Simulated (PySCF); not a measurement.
## Orbital picture of ClF

LC-ωPBE at R = 1.739 Å; PySCF, no relativity, basis sets Cl 3-21G, F 3-21G. State: ¹Σ⁺ (singlet), closed shell. Only the outer orbitals are listed, counted within each symmetry.

```csv
orbital,occ.,ε (eV),on Cl (%),main shells (%)
5σ,2,-35.63,12,"86 F s, 9 Cl s"
6σ,2,-26.40,85,"85 Cl s, 11 F s"
7σ,2,-16.51,42,"55 F p, 37 Cl p"
2π,2,-15.31,36,"64 F p, 36 Cl p"
2π,2,-15.31,36,"64 F p, 36 Cl p"
3π,2,-12.22,64,"64 Cl p, 36 F p"
3π,2,-12.22,64,"64 Cl p, 36 F p"
8σ,0,-0.93,62,"60 Cl p, 38 F p"
9σ,0,15.64,101,100 Cl s
10σ,0,18.01,102,100 Cl p
```

**Question.** Which are the highest filled and the lowest empty level, where do they sit, and how wide is the gap?

**Answer.** Highest filled 3π at -12.22 eV (in %: 64 Cl p, 36 F p); lowest empty 8σ at -0.93 eV (in %: 60 Cl p, 38 F p); the gap at LC-ωPBE is 11.29 eV.

- bond order (Mayer): 0.95
- ⟨S²⟩: 0.000
- charge on Cl (Mulliken, basis-dependent): 0.22
- charge on Cl (Löwdin, basis-dependent): 0.15
- dipole moment (positive dipole means Cl(−)F(+)): -0.90 D

Shares are Mulliken populations and can fall outside 0 to 100 %.

3-21G is very small, so such numbers show the basis as much as the molecule.
